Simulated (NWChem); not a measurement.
## How basis sets differ on SiH3F (SMILES [H][Si]([H])([H])F)

SiH3F has 5 atoms, charge 0, and is taken as a singlet. As SMILES, `[H][Si]([H])([H])F`. The coordinates come from a GFN2-xTB relaxation.

Quantity: the dipole moment, in D. The values are calculated.

```tsv
level	kind	program	value (D)
HF/STO-3G	Hartree–Fock	NWChem	1.40
HF/3-21G	Hartree–Fock	NWChem	2.28
HF/def2-SVP	Hartree–Fock	NWChem	1.96
HF/6-311+G**	Hartree–Fock	NWChem	2.15
HF/def2-SVPD	Hartree–Fock	NWChem	1.85
```

The values span 1.40 to 2.28 D. Sets without polarisation functions give poor dipoles. Without the sets that lack polarisation functions the rows with a basis span only 1.85 to 2.15 D.
